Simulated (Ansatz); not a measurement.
Reaction (formal loss of a carbene): `C=C(O)OCF` → `[CH]F` + `C=C(O)O`

Computed with Ansatz on PBE0-D4/def2-TZVP structures; ΔE is electronic, products minus reactants. CCSD(T)/CBS is the MP2 limit (def2-TZVPP, def2-QZVPP) plus CCSD(T) − MP2 in def2-TZVPP, frozen cores. This one scheme is used for every species. DFT in def2-TZVPP. One conformer a species, not always the lowest.

```tsv
level	ΔE (kJ/mol)
PBE0-D4	368.1
HF/def2-QZVPP	307.4
SCS-MP2/def2-QZVPP	351.0
MP2/CBS(def2)	368.5
```

What does CCSD(T)/CBS give? (Best estimate.)

The calculation gave: +343.8 kJ/mol. The listed levels differ from it by 24.3, -36.4, 7.2, 24.7 kJ/mol.

Largest T1 diagnostic among the species: 0.018.

From PBE to PBE0 (25 % exact exchange), in def2-TZVPP and without D4, ΔE moves by +9.6 kJ/mol. The D4 term adds +10.3 kJ/mol with B3LYP and +5.7 kJ/mol with PBE0; it sums over pairs of atoms, weighted by their polarisabilities, and B3LYP, whose exchange is more repulsive, gets the larger term.

B3LYP here is the variant with VWN-RPA as its local correlation; programs differ in this.
